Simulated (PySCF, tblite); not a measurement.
**BrFH3N, a complex of two parts: NMR shifts, interaction energy, infrared bands, spin-spin couplings and core binding energies**

The task here is to estimate one member of a computed series from the others.

Programs: tblite 0.8.0 and PySCF 2.14.0. All values are calculated, for the isolated system unless a continuum is named. Atoms count from 0, parts from 1.

## The system as given

6 atoms, charge 0, multiplicity 1; geometry: rigid parts in contact. Parts: 1 = atoms 0–1, `FBr`, charge 0; 2 = atoms 2–5, `N`, charge 0.

The first run:

The job: settings as JSON, then the geometry in Å.

```
{"job": {"kind": "dock", "xc": "GFN2-xTB", "basis": "xTB"}, "charge": 0, "multiplicity": 1, "parts": [{"atoms": "0-1", "charge": 0, "multiplicity": 1}, {"atoms": "2-5", "charge": 0, "multiplicity": 1}]}
Br     0.899903     0.001448    -0.008218
F     -0.899903    -0.001448     0.008218
N      3.580666    -0.169782     0.798330
H      2.970710     0.607041     1.021794
H      3.773383    -0.666166     1.659695
H      4.455838     0.213435     0.462445
```

With the program's defaults for keys left out, this is: GFN2-xTB search for minima from random contacts, gas phase.

Run with:

```console
$ OMP_NUM_THREADS=1 python cluster_run.py task.json out
```

The driver reads the jobs from task.json and runs them one after another.

Steps of the session up to this table: Bringing the parts together with GFN2-xTB; Relaxing the molecule at PBE0-D3(BJ)/def2-TZVPD; Shielding tensors: PBE0/pcSseg-2; Coupled-cluster interaction energy: CCSD(T) and MP2.

One table of the session follows, with a row left open; its other results are not shown here.

It belongs to the step «Coupled-cluster interaction energy: CCSD(T) and MP2». 

```
                 method  interaction energy (kcal/mol)
         HF/aug-cc-pVDZ                          -9.76
        MP2/aug-cc-pVDZ                         -14.37
       CCSD/aug-cc-pVDZ                         -11.29
    CCSD(T)/aug-cc-pVDZ                         -12.19
         HF/aug-cc-pVQZ                              ?
        MP2/aug-cc-pVQZ                         -17.20
    SCS-MP2/aug-cc-pVQZ                         -14.73
      MP2, extrapolated                         -17.78
CCSD(T), limit estimate                         -15.60
```

Q: Estimate the row for HF/aug-cc-pVQZ from the others.

The run gave: interaction energy (kcal/mol): -9.87. In the column «interaction energy (kcal/mol)» it lies between CCSD/aug-cc-pVDZ (-11.29) and HF/aug-cc-pVDZ (-9.76).

To keep in mind: The interaction energy leaves out the deformation of the parts, 1.85 kcal/mol (MP2); added to the CCSD(T) estimate it gives a binding of about -13.75 kcal/mol.
